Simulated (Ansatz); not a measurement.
The input, for Ansatz 0.2.0:

```yaml
crystal:
  periodic: [false, false, false]
  atoms:
    - {symbol: Ta, position_ang: [0.000000, 0.000000, 1.477728]}
    - {symbol: N, position_ang: [0.000000, 0.000000, -0.230873]}
    - {symbol: H, position_ang: [0.000000, 0.000000, -1.246855]}
basis:
  gaussian: {orbitals: def2-TZVPP}
total_charge: 1
magnetization: {spin_polarized: true, initial_magnetization: 0}
hamiltonian: {xc: {name: BLYP}}
```

```sh
$ ansatz run in.yaml --threads 1 --pin off --events-out ev --progress --plain --max-ram 4096MiB --backend cpu
```

Output:

```
551 factors; their error is unknown
mean field evaluation 1: about -3006.2514 eV, gradient 1.0e2 eV
mean field evaluation 2: about -2669.7704 eV, gradient 1.8e2 eV
mean field evaluation 4: about -3040.6871 eV, gradient 3.4e1 eV
mean field evaluation 8: about -3047.9130 eV, gradient 5.3e0 eV
mean field evaluation 16: about -3048.0343 eV, gradient 3.2e-2 eV
mean field evaluation 32: about -3048.4166 eV, gradient 2.2e-5 eV
mean field evaluation 64: about -3046.5557 eV, gradient 9.3e-3 eV
mean field evaluation 96: about -3048.3996 eV, gradient 1.0e0 eV
mean field evaluation 128: about -3048.1368 eV, gradient 8.4e-1 eV
mean field evaluation 160: about -3047.4489 eV, gradient 5.7e0 eV
mean field -3048.41662264 eV, -112.0272445909 hartree, gradient 2.1e-5 eV, S^2 0.852908; 13 other end points of the search recorded, 0 dependent functions left out
reference -3048.41687178 eV, -112.0272537469 hartree; 10, 10 occupied and 91, 91 virtual orbitals, 551 factors
Total energy: -3048.41687178 eV, -112.0272537469 hartree
```

Ran on 1 thread of AMD EPYC 7R13, shared host: 26 s wall, 0.23 GiB peak host memory.
